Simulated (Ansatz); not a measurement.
in.yaml

```yaml
crystal:
  periodic: [false, false, false]
  atoms:
    - {symbol: F, position_ang: [0.000000, 0.536406, 1.585360]}
    - {symbol: P, position_ang: [0.000000, -0.569502, 0.430797]}
    - {symbol: Si, position_ang: [0.000000, 0.299225, -1.464666]}
    - {symbol: H, position_ang: [0.000000, -0.947592, -2.308513]}
basis:
  gaussian: {orbitals: cc-pVDZ}
magnetization: {spin_polarized: true, initial_magnetization: 3}
hamiltonian: {xc: {name: PBE}}
output: {orbitals: {seedname: orbitals}}
```

```sh
$ ansatz run in.yaml --threads 1 --pin off --events-out ev --progress --plain --max-ram 2560MiB --backend cpu
```

(1) Roughly how long does this take on 1 thread of AMD EPYC 7R13, shared host, and how much host memory?

```
694 factors; their error is unknown
mean field evaluation 1: about -19883.6663 eV, gradient 1.5e1 eV
mean field evaluation 2: about -19882.0253 eV, gradient 2.7e1 eV
mean field evaluation 4: about -19884.7335 eV, gradient 1.5e0 eV
mean field evaluation 8: about -19884.7553 eV, gradient 6.2e-2 eV
mean field evaluation 16: about -19884.7301 eV, gradient 3.4e-5 eV
mean field -19884.73006094 eV, -730.7503513853 hartree, gradient 3.4e-5 eV, S^2 3.758866; 3 other end points of the search recorded, 0 dependent functions left out
reference -19884.73008913 eV, -730.7503524215 hartree; 21, 18 occupied and 34, 37 virtual orbitals, 694 factors
Total energy: -19884.73008913 eV, -730.7503524215 hartree
```

## Answers

(1) 2.1 s wall and 0.2 GiB.
